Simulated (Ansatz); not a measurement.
A calculation with Ansatz (development build ahead of 0.2.0).

```yaml
crystal:
  periodic: [false, false, false]
  atoms:
    - { symbol: C, position_ang: [0.0, -0.00013, -1.40242] }
    - { symbol: C, position_ang: [0.0, -2.0e-05, -0.08276] }
    - { symbol: S, position_ang: [0.0, 0.00015, 1.48518] }
basis:
  gaussian: { orbitals: def2-SVP }
magnetization:
  spin_polarized: true
  initial_magnetization: 2
hamiltonian:
  xc: hf
correlation:
  method: mp2
  frozen_orbitals: { C: 1, S: 5 }
```

The input is written out in the form of the current development build from the run's settings.

The run gave:

| Quantity | Value |
| --- | --- |
| Converged | yes |
| Reference energy | -472.93263 hartree |
| Correlation energy | -0.32038 hartree |
| Total energy | -473.25302 hartree |
| Spin squared of the determinant | 2.116 |
| Stability test | minimum |
| Occupied orbitals by symmetry in an Abelian subgroup (alpha; beta) | 12 A' 3 A''; 11 A' 2 A'' |

Messages of the program:
```
mean field -12869.15259038 eV, -472.9326346717 hartree, gradient 3.5e-6 eV, S^2 2.115907; 6 other ends of a descent, 0 dependent functions left out
```

Caution: the unrestricted determinant is spin contaminated.
